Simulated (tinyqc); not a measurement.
UHF in the sto-3g basis, for BH, spin multiplicity 3, step by step (part 1 of 2). This run ends on a higher stationary point, not on the lowest solution. Computed by tinyqc, a small Python program that keeps every step (integrals from PySCF). Settings: charge = 0, multiplicity = 3, basis = sto-3g, energy threshold = 1e-10, iteration cap = 62, orthogonalisation = symmetric, start = random, DIIS depth = 0, shift = 1.0, method = UHF. Command: `OMP_NUM_THREADS=1 python tinyqc.py 23623 23624 out.jsonl` (the two numbers bound the seeds that draw the settings). One thread of a shared host (Intel(R) Xeon(R) Processor @ 2.60GHz), about 0.1 s of CPU time with the checks. Later iterations appear only in the table of the cycle.

## One-electron integrals

Geometry (angstrom):
```
atom       x       y       z
B     0.0000  0.0000  0.0000
H     0.0000  0.0000  2.4130
```

Basis sto-3g: exponents (1/bohr^2) and contraction coefficients of normalised primitives:
```
element  l (shell)  exponent  coefficient
B            s (1)   48.7911       0.1543
B            s (1)    8.8874       0.5353
B            s (1)    2.4053       0.4446
B            s (2)    2.2370      -0.1000
B            s (2)    0.5198       0.3995
B            s (2)    0.1691       0.7001
B            p (3)    2.2370       0.1559
B            p (3)    0.5198       0.6077
B            p (3)    0.1691       0.3920
H            s (1)    3.4253       0.1543
H            s (1)    0.6239       0.5353
H            s (1)    0.1689       0.4446
```

Overlap, kinetic and nuclear-attraction integrals over the contracted functions; the nuclear repulsion is the sum of Za Zb / Rab.

nuclear repulsion = 1.096513 hartree

overlap S, lower triangle:
```
         1B 1s   1B 2s  1B 2px  1B 2py  1B 2pz   2H 1s
1B 1s   1.0000
1B 2s   0.2693  1.0000
1B 2px  0.0000  0.0000  1.0000
1B 2py  0.0000  0.0000  0.0000  1.0000
1B 2pz  0.0000  0.0000  0.0000  0.0000  1.0000
2H 1s   0.0037  0.0823  0.0000  0.0000  0.1161  1.0000
```

kinetic energy T (hartree), lower triangle:
```
          1B 1s    1B 2s  1B 2px  1B 2py   1B 2pz   2H 1s
1B 1s   10.8263
1B 2s   -0.0480   0.3592
1B 2px   0.0000   0.0000  1.1239
1B 2py   0.0000   0.0000  0.0000  1.1239
1B 2pz   0.0000   0.0000  0.0000  0.0000   1.1239
2H 1s   -0.0023  -0.0129  0.0000  0.0000  -0.0030  0.7600
```

nuclear attraction V (hartree), lower triangle:
```
           1B 1s    1B 2s   1B 2px   1B 2py   1B 2pz    2H 1s
1B 1s   -23.3667
1B 2s    -3.1984  -3.9909
1B 2px    0.0000   0.0000  -3.9537
1B 2py    0.0000   0.0000   0.0000  -3.9537
1B 2pz   -0.0045  -0.0462   0.0000   0.0000  -3.9747
2H 1s    -0.0437  -0.2101   0.0000   0.0000  -0.2772  -2.3231
```

core Hamiltonian H = T + V (hartree), lower triangle:
```
           1B 1s    1B 2s   1B 2px   1B 2py   1B 2pz    2H 1s
1B 1s   -12.5404
1B 2s    -3.2464  -3.6317
1B 2px    0.0000   0.0000  -2.8298
1B 2py    0.0000   0.0000   0.0000  -2.8298
1B 2pz   -0.0045  -0.0462   0.0000   0.0000  -2.8509
2H 1s    -0.0459  -0.2230   0.0000   0.0000  -0.2802  -1.5631
```

## Two-electron integrals

Functions are numbered as in S; the eight-fold symmetry (ij|kl) = (ji|kl) = (kl|ij) leaves the list below.

Two-electron integrals (ij|kl) in chemists' order, unique and non-zero (hartree):
```
(11|11) 2.9235     (21|11) 0.5184     (21|21) 0.1093     (22|11) 0.7442
(22|21) 0.1932     (22|22) 0.5448     (31|31) 0.0203     (32|31) 0.0300
(32|32) 0.1203     (33|11) 0.7425     (33|21) 0.1932     (33|22) 0.5447
(33|33) 0.5868     (41|41) 0.0203     (42|41) 0.0300     (42|42) 0.1203
(43|43) 0.0316     (44|11) 0.7425     (44|21) 0.1932     (44|22) 0.5447
(44|33) 0.5235     (44|44) 0.5868     (51|51) 0.0203     (52|51) 0.0300
(52|52) 0.1203     (53|53) 0.0316     (54|54) 0.0316     (55|11) 0.7425
(55|21) 0.1932     (55|22) 0.5447     (55|33) 0.5235     (55|44) 0.5235
(55|55) 0.5868     (61|11) 0.0070     (61|21) 0.0015     (61|22) 0.0027
(61|33) 0.0027     (61|44) 0.0027     (61|51) 1.32e-04   (61|52) 2.46e-04
(61|55) 0.0027     (61|61) 2.13e-05   (62|11) 0.0336     (62|21) 0.0090
(62|22) 0.0301     (62|33) 0.0292     (62|44) 0.0292     (62|51) 0.0010
(62|52) 0.0071     (62|55) 0.0320     (62|61) 1.34e-04   (62|62) 0.0033
(63|31) 0.0006     (63|32) 0.0034     (63|53) 0.0012     (63|63) 2.43e-04
(64|41) 0.0006     (64|42) 0.0034     (64|54) 0.0012     (64|64) 2.43e-04
(65|11) 0.0419     (65|21) 0.0112     (65|22) 0.0392     (65|33) 0.0375
(65|44) 0.0375     (65|51) 0.0015     (65|52) 0.0109     (65|55) 0.0425
(65|61) 1.71e-04   (65|62) 0.0048     (65|65) 0.0072     (66|11) 0.2193
(66|21) 0.0591     (66|22) 0.2190     (66|33) 0.2122     (66|44) 0.2122
(66|51) 0.0045     (66|52) 0.0457     (66|55) 0.2325     (66|61) 0.0009
(66|62) 0.0361     (66|65) 0.0572     (66|66) 0.7746
```

## Orthogonalisation

S = U s U^T; symmetric (Loewdin) form X = U s^(-1/2) U^T, so that X^T S X = 1.

eigenvalues of S: 0.7172  0.8887  1.0000  1.0000  1.1088  1.2852

X, lower triangle:
```
          1B 1s    1B 2s  1B 2px  1B 2py   1B 2pz   2H 1s
1B 1s    1.0288
1B 2s   -0.1417   1.0315
1B 2px   0.0000   0.0000  1.0000
1B 2py   0.0000   0.0000  0.0000  1.0000
1B 2pz  -0.0007   0.0038  0.0000  0.0000   1.0051
2H 1s    0.0069  -0.0433  0.0000  0.0000  -0.0588  1.0078
```

## Starting guess

The start is random orthonormal orbitals; D(s) = C_occ C_occ^T for each spin.

D(alpha) at the start, lower triangle:
```
          1B 1s    1B 2s   1B 2px  1B 2py   1B 2pz   2H 1s
1B 1s    0.8636
1B 2s    0.0883   0.3954
1B 2px  -0.0736   0.0182   0.2550
1B 2py   0.1125  -0.2476  -0.2734  0.8060
1B 2pz   0.0117   0.0318   0.3017  0.1213   0.8904
2H 1s   -0.2374   0.3523  -0.1794  0.0953  -0.0641  0.7007
```

D(beta) at the start, lower triangle:
```
          1B 1s    1B 2s   1B 2px  1B 2py  1B 2pz   2H 1s
1B 1s    0.1952
1B 2s    0.2539   0.3543
1B 2px   0.0241  -0.0073   0.0648
1B 2py  -0.2072  -0.1681  -0.1876  0.6445
1B 2pz  -0.0082   0.0339  -0.0723  0.1955  0.0825
2H 1s    0.1304   0.2619  -0.1315  0.2486  0.1648  0.4396
```

## Iteration 1: building the Fock matrix

J_ij = sum D_kl (ij|kl) with D = D(alpha) + D(beta), K_ij = sum D_kl (ik|jl) for each spin; F = H + J - K(s); E = tr D H + tr D J / 2 - 0.5 sum_s tr D(s) K(s) + E_nn.

Coulomb J (hartree), lower triangle:
```
          1B 1s    1B 2s   1B 2px   1B 2py  1B 2pz   2H 1s
1B 1s    6.3434
1B 2s    1.3789   3.1169
1B 2px  -0.0017  -0.0024   3.0679
1B 2py  -0.0284  -0.1034  -0.0292   3.1394
1B 2pz   0.0107   0.0791   0.0138   0.0208  3.1368
2H 1s    0.0190   0.1941   0.0004  -0.0020  0.2631  1.9836
```

exchange K(alpha) (hartree), lower triangle:
```
          1B 1s    1B 2s   1B 2px  1B 2py  1B 2pz   2H 1s
1B 1s    2.6968
1B 2s    0.6537   0.5971
1B 2px  -0.0527  -0.0102   0.2757
1B 2py   0.0308  -0.1365  -0.1518  0.5817
1B 2pz   0.0099   0.0378   0.1606  0.0710  0.6330
2H 1s   -0.0153   0.1154  -0.0261  0.0172  0.0850  0.5688
```

exchange K(beta) (hartree), lower triangle:
```
          1B 1s    1B 2s   1B 2px  1B 2py  1B 2pz   2H 1s
1B 1s    0.8914
1B 2s    0.4180   0.4297
1B 2px   0.0163  -0.0038   0.1252
1B 2py  -0.1947  -0.1500  -0.1041  0.4471
1B 2pz   0.0106   0.0437  -0.0452  0.1181  0.1560
2H 1s    0.0593   0.1088  -0.0309  0.0542  0.0871  0.3808
```

F(alpha) (hartree), lower triangle:
```
          1B 1s    1B 2s   1B 2px   1B 2py   1B 2pz    2H 1s
1B 1s   -8.8938
1B 2s   -2.5212  -1.1120
1B 2px   0.0509   0.0077  -0.0377
1B 2py  -0.0592   0.0330   0.1226  -0.2720
1B 2pz  -0.0037  -0.0049  -0.1468  -0.0502  -0.3470
2H 1s   -0.0116  -0.1442   0.0265  -0.0192  -0.1021  -0.1482
```

F(beta) (hartree), lower triangle:
```
          1B 1s    1B 2s  1B 2px   1B 2py   1B 2pz   2H 1s
1B 1s   -7.0884
1B 2s   -2.2855  -0.9445
1B 2px  -0.0181   0.0013  0.1129
1B 2py   0.1664   0.0465  0.0750  -0.1374
1B 2pz  -0.0044  -0.0108  0.0590  -0.0973   0.1300
2H 1s   -0.0863  -0.1376  0.0313  -0.0562  -0.1042  0.0397
```

total energy of this density = -19.344428 hartree

## Iteration 1: diagonalisation and new density

A level shift of 1 hartree raises the virtual space: F + shift (S - S D(s) S), with D(s) the density of one spin. Diagonalise F' = X^T F X, C = X C', fill 4 alpha and 2 beta electrons from the bottom; D(s) = C_occ C_occ^T. Each column has its largest component positive (the first on a tie).

F' = X^T F X (alpha) (hartree), lower triangle:
```
         1        2        3        4        5       6
1  -8.5805
2  -1.5187  -0.0669
3   0.1219  -0.0011   0.7074
4  -0.1434   0.2691   0.3959  -0.0781
5  -0.0123  -0.0440  -0.4398  -0.1761  -0.2212
6   0.2339  -0.4810   0.1960  -0.1100  -0.1052  0.1486
```

orbital energies (alpha) (hartree): MO1 -8.8483, MO2 -0.4387, MO3 -0.3802, MO4 -0.2891, MO5 0.7846, MO6 1.0809

coefficients C (alpha):
```
            MO1      MO2      MO3      MO4      MO5      MO6
1B 1s    0.9896  -0.1469   0.1104  -0.0876  -0.2399   0.0142
1B 2s    0.0356   0.5206  -0.3952   0.2734   0.7632  -0.0160
1B 2px  -0.0126   0.2773   0.0475  -0.4287   0.0076   0.8584
1B 2py   0.0113  -0.2753   0.6382   0.5509   0.3272   0.3260
1B 2pz   0.0026   0.6193   0.6605  -0.2506   0.0153  -0.3618
2H 1s   -0.0169   0.3607  -0.1510   0.6237  -0.6597   0.2090
```

F' = X^T F X (beta) (hartree), lower triangle:
```
         1        2       3        4        5       6
1  -6.1231
2  -1.6325   0.0891
3  -0.0416   0.0121  1.0481
4   0.3926   0.2110  0.2625   0.2181
5  -0.0090  -0.0551  0.1372  -0.3042   1.0410
6  -0.1974  -0.4267  0.1636  -0.3043  -0.3128  0.5842
```

orbital energies (beta) (hartree): MO1 -6.5644, MO2 -0.2206, MO3 0.2611, MO4 1.0074, MO5 1.1365, MO6 1.2374

coefficients C (beta):
```
            MO1      MO2      MO3      MO4      MO5      MO6
1B 1s    0.9615  -0.0542  -0.3471  -0.1657   0.0283  -0.0505
1B 2s    0.1108   0.1936   0.8001   0.5980  -0.0925   0.1731
1B 2px   0.0062  -0.2532   0.0661   0.0835   0.9427   0.1893
1B 2py  -0.0620   0.6920  -0.4881   0.4886   0.1902  -0.0645
1B 2pz  -0.0001   0.3092  -0.0261  -0.3190  -0.0677   0.9006
2H 1s    0.0349   0.5222   0.3252  -0.5781   0.2661  -0.4862
```

D(alpha) after iteration 1, lower triangle:
```
          1B 1s    1B 2s   1B 2px  1B 2py   1B 2pz   2H 1s
1B 1s    1.0208
1B 2s   -0.1088   0.5033
1B 2px  -0.0104   0.0079   0.2631
1B 2py   0.0739  -0.2445  -0.2824  0.7867
1B 2pz   0.0065  -0.0071   0.3105  0.1130   0.8826
2H 1s   -0.1410   0.4174  -0.1744  0.1477  -0.0328  0.5422
```

D(beta) after iteration 1, lower triangle:
```
          1B 1s    1B 2s   1B 2px  1B 2py  1B 2pz   2H 1s
1B 1s    0.9273
1B 2s    0.0960   0.0497
1B 2px   0.0197  -0.0483   0.0642
1B 2py  -0.0971   0.1271  -0.1756  0.4827
1B 2pz  -0.0169   0.0598  -0.0783  0.2140  0.0956
2H 1s    0.0052   0.1049  -0.1320  0.3592  0.1615  0.2739
```

## Iteration 2: building the Fock matrix

As before.

Coulomb J (hartree), lower triangle:
```
          1B 1s    1B 2s   1B 2px  1B 2py  1B 2pz   2H 1s
1B 1s    8.2285
1B 2s    1.6715   3.3682
1B 2px  -0.0024  -0.0112   3.3240
1B 2py  -0.0074  -0.0263  -0.0290  3.3836
1B 2pz   0.0078   0.0596   0.0140  0.0219  3.3859
2H 1s    0.0230   0.1946   0.0001  0.0002  0.2590  1.8021
```

exchange K(alpha) (hartree), lower triangle:
```
          1B 1s    1B 2s   1B 2px  1B 2py  1B 2pz   2H 1s
1B 1s    2.9650
1B 2s    0.5914   0.6002
1B 2px  -0.0067  -0.0027   0.2846
1B 2py   0.0022  -0.1413  -0.1567  0.5752
1B 2pz   0.0022   0.0156   0.1656  0.0684  0.6356
2H 1s    0.0041   0.1307  -0.0248  0.0280  0.0857  0.4543
```

exchange K(beta) (hartree), lower triangle:
```
          1B 1s    1B 2s   1B 2px  1B 2py  1B 2pz   2H 1s
1B 1s    2.8295
1B 2s    0.5932   0.2525
1B 2px   0.0038  -0.0320   0.0876
1B 2py  -0.0445   0.0745  -0.0975  0.3200
1B 2pz   0.0026   0.0492  -0.0486  0.1327  0.1219
2H 1s    0.0192   0.0511  -0.0326  0.0884  0.0675  0.2398
```

F(alpha) (hartree), lower triangle:
```
          1B 1s    1B 2s   1B 2px   1B 2py   1B 2pz    2H 1s
1B 1s   -7.2769
1B 2s   -2.1663  -0.8637
1B 2px   0.0043  -0.0085   0.2096
1B 2py  -0.0096   0.1151   0.1278  -0.0214
1B 2pz   0.0011  -0.0022  -0.1517  -0.0466  -0.1005
2H 1s   -0.0271  -0.1590   0.0250  -0.0278  -0.1068  -0.2153
```

F(beta) (hartree), lower triangle:
```
          1B 1s    1B 2s  1B 2px   1B 2py   1B 2pz    2H 1s
1B 1s   -7.1413
1B 2s   -2.1680  -0.5160
1B 2px  -0.0062   0.0208  0.4066
1B 2py   0.0371  -0.1008  0.0685   0.2338
1B 2pz   0.0006  -0.0358  0.0625  -0.1108   0.4131
2H 1s   -0.0422  -0.0795  0.0327  -0.0882  -0.0887  -0.0008
```

total energy of this density = -24.048017 hartree

## Iteration 2: diagonalisation and new density

As before.

F' = X^T F X (alpha) (hartree), lower triangle:
```
         1        2        3        4        5       6
1  -7.0706
2  -1.2494   0.0652
3   0.0150  -0.0098   0.9465
4  -0.0661   0.3471   0.4101   0.1919
5  -0.0028  -0.0057  -0.4537  -0.1664   0.0328
6   0.1201  -0.5716   0.1900  -0.1740  -0.1409  0.2323
```

orbital energies (alpha) (hartree): MO1 -7.2831, MO2 -0.3718, MO3 -0.1646, MO4 -0.1232, MO5 1.0092, MO6 1.3316

coefficients C (alpha):
```
            MO1      MO2      MO3      MO4      MO5      MO6
1B 1s    0.9906  -0.2123   0.0665  -0.0014  -0.2183  -0.0137
1B 2s    0.0331   0.7030  -0.2252  -0.0039   0.7333   0.0478
1B 2px  -0.0016   0.0499   0.0566  -0.5067  -0.0888   0.8542
1B 2py   0.0010  -0.2172   0.5886   0.5846   0.3687   0.3588
1B 2pz   0.0005   0.1664   0.7471  -0.5330   0.1049  -0.3645
2H 1s   -0.0034   0.6089   0.1547   0.4105  -0.6643   0.1286
```

F' = X^T F X (beta) (hartree), lower triangle:
```
         1        2       3        4        5       6
1  -6.8749
2  -1.4556   0.8469
3  -0.0222   0.0717  1.3424
4   0.1312  -0.2331  0.2442   0.7510
5   0.0110  -0.0974  0.1468  -0.3410   1.3128
6  -0.0099  -0.1956  0.1666  -0.4539  -0.2988  0.7166
```

orbital energies (beta) (hartree): MO1 -7.1413, MO2 -0.0661, MO3 1.1497, MO4 1.2263, MO5 1.4265, MO6 1.4997

coefficients C (beta):
```
            MO1      MO2      MO3      MO4      MO5      MO6
1B 1s    0.9868  -0.0812   0.1604  -0.2656   0.0372  -0.0237
1B 2s    0.0451   0.2611  -0.5588   0.8284  -0.1100   0.0729
1B 2px   0.0013  -0.2296   0.1207   0.2360   0.8624   0.3652
1B 2py  -0.0108   0.6281  -0.4415  -0.4186   0.4347  -0.2152
1B 2pz   0.0002   0.2978  -0.0418  -0.2207  -0.2375   0.9046
2H 1s    0.0041   0.5797   0.7585   0.2481   0.0685  -0.2083
```

D(alpha) after iteration 2, lower triangle:
```
          1B 1s    1B 2s   1B 2px  1B 2py   1B 2pz   2H 1s
1B 1s    1.0308
1B 2s   -0.1315   0.5461
1B 2px  -0.0077   0.0243   0.2624
1B 2py   0.0854  -0.2875  -0.2737  0.7354
1B 2pz   0.0156  -0.0491   0.3206  0.0921   0.8699
2H 1s   -0.1230   0.3915  -0.1688  0.1988  -0.0019  0.5632
```

D(beta) after iteration 2, lower triangle:
```
          1B 1s    1B 2s   1B 2px  1B 2py  1B 2pz   2H 1s
1B 1s    0.9804
1B 2s    0.0233   0.0702
1B 2px   0.0199  -0.0599   0.0527
1B 2py  -0.0617   0.1635  -0.1442  0.3946
1B 2pz  -0.0240   0.0778  -0.0684  0.1870  0.0887
2H 1s   -0.0430   0.1516  -0.1331  0.3641  0.1726  0.3361
```

## Iteration 3: building the Fock matrix

As before.

Coulomb J (hartree), lower triangle:
```
          1B 1s    1B 2s   1B 2px  1B 2py  1B 2pz   2H 1s
1B 1s    8.2566
1B 2s    1.6686   3.3422
1B 2px  -0.0020  -0.0099   3.2999
1B 2py  -0.0058  -0.0246  -0.0264  3.3515
1B 2pz   0.0070   0.0589   0.0153  0.0190  3.3636
2H 1s    0.0229   0.1951   0.0002  0.0001  0.2605  1.8503
```

exchange K(alpha) (hartree), lower triangle:
```
          1B 1s    1B 2s   1B 2px  1B 2py  1B 2pz   2H 1s
1B 1s    2.9742
1B 2s    0.5840   0.6073
1B 2px  -0.0010   0.0090   0.2861
1B 2py   0.0016  -0.1657  -0.1520  0.5486
1B 2pz   0.0003  -0.0099   0.1715  0.0588  0.6328
2H 1s    0.0062   0.1272  -0.0227  0.0367  0.0909  0.4719
```

exchange K(beta) (hartree), lower triangle:
```
          1B 1s    1B 2s   1B 2px  1B 2py  1B 2pz   2H 1s
1B 1s    2.9087
1B 2s    0.5583   0.2308
1B 2px   0.0014  -0.0397   0.0774
1B 2py  -0.0093   0.1068  -0.0801  0.2672
1B 2pz  -0.0002   0.0619  -0.0431  0.1179  0.1162
2H 1s    0.0093   0.0616  -0.0328  0.0897  0.0763  0.2927
```

F(alpha) (hartree), lower triangle:
```
          1B 1s    1B 2s   1B 2px   1B 2py   1B 2pz    2H 1s
1B 1s   -7.2579
1B 2s   -2.1617  -0.8969
1B 2px  -0.0010  -0.0188   0.1840
1B 2py  -0.0074   0.1410   0.1255  -0.0270
1B 2pz   0.0021   0.0227  -0.1562  -0.0398  -0.1200
2H 1s   -0.0292  -0.1551   0.0229  -0.0366  -0.1106  -0.1846
```

F(beta) (hartree), lower triangle:
```
          1B 1s    1B 2s  1B 2px   1B 2py   1B 2pz    2H 1s
1B 1s   -7.1925
1B 2s   -2.1360  -0.5204
1B 2px  -0.0034   0.0299  0.3927
1B 2py   0.0035  -0.1315  0.0536   0.2545
1B 2pz   0.0027  -0.0492  0.0584  -0.0989   0.3966
2H 1s   -0.0324  -0.0895  0.0330  -0.0896  -0.0959  -0.0055
```

total energy of this density = -24.188699 hartree

## Iteration 3: diagonalisation and new density

As before.

F' = X^T F X (alpha) (hartree), lower triangle:
```
         1        2        3        4        5       6
1  -7.0570
2  -1.2273  -0.0055
3   0.0060  -0.0365   0.9216
4  -0.0731   0.4128   0.3993   0.2377
5  -0.0091   0.0601  -0.4687  -0.1412   0.0227
6   0.1037  -0.5456   0.1818  -0.2323  -0.1759  0.2413
```

orbital energies (alpha) (hartree): MO1 -7.2645, MO2 -0.3843, MO3 -0.2067, MO4 -0.1388, MO5 1.0458, MO6 1.3092

coefficients C (alpha):
```
            MO1      MO2      MO3      MO4      MO5      MO6
1B 1s    0.9909  -0.2296   0.0504  -0.0106  -0.2035  -0.0075
1B 2s    0.0322   0.7604  -0.1726   0.0271   0.6898   0.0220
1B 2px   0.0000   0.0849   0.1081  -0.4960  -0.0744   0.8541
1B 2py   0.0004  -0.3315   0.4715   0.5848   0.4492   0.3520
1B 2pz  -0.0001   0.0797   0.7835  -0.4805   0.1540  -0.3727
2H 1s   -0.0019   0.5161   0.2841   0.4817  -0.6507   0.1358
```

F' = X^T F X (beta) (hartree), lower triangle:
```
         1        2       3        4        5       6
1  -6.9712
2  -1.3490   0.8278
3  -0.0192   0.0921  1.3400
4   0.0609  -0.3010  0.1979   0.8598
5   0.0214  -0.1303  0.1328  -0.3024   1.3023
6   0.0441  -0.2495  0.1678  -0.4596  -0.3195  0.6464
```

orbital energies (beta) (hartree): MO1 -7.1980, MO2 -0.1003, MO3 1.1423, MO4 1.2703, MO5 1.4080, MO6 1.4826

coefficients C (beta):
```
            MO1      MO2      MO3      MO4      MO5      MO6
1B 1s    0.9911  -0.1017  -0.2086  -0.2010   0.0383  -0.0224
1B 2s    0.0312   0.3324   0.7140   0.6649  -0.1289   0.0781
1B 2px   0.0005  -0.2049  -0.0757   0.3066   0.8530   0.3615
1B 2py  -0.0013   0.5633   0.3517  -0.5432   0.4593  -0.2301
1B 2pz   0.0000   0.2857  -0.0039  -0.2708  -0.2163   0.9011
2H 1s   -0.0007   0.6182  -0.6905   0.3347   0.0584  -0.2159
```

D(alpha) after iteration 3, lower triangle:
```
          1B 1s    1B 2s   1B 2px  1B 2py  1B 2pz   2H 1s
1B 1s    1.0371
1B 2s   -0.1516   0.6098
1B 2px  -0.0087   0.0325   0.2649
1B 2py   0.0941  -0.3176  -0.2673  0.6743
1B 2pz   0.0262  -0.0876   0.3298  0.0620  0.8511
2H 1s   -0.1112   0.3564  -0.1644  0.2445  0.0323  0.5791
```

D(beta) after iteration 3, lower triangle:
```
          1B 1s    1B 2s   1B 2px  1B 2py  1B 2pz   2H 1s
1B 1s    0.9927
1B 2s   -0.0028   0.1114
1B 2px   0.0213  -0.0681   0.0420
1B 2py  -0.0586   0.1872  -0.1154  0.3173
1B 2pz  -0.0291   0.0950  -0.0585  0.1609  0.0816
2H 1s   -0.0636   0.2054  -0.1266  0.3482  0.1766  0.3822
```
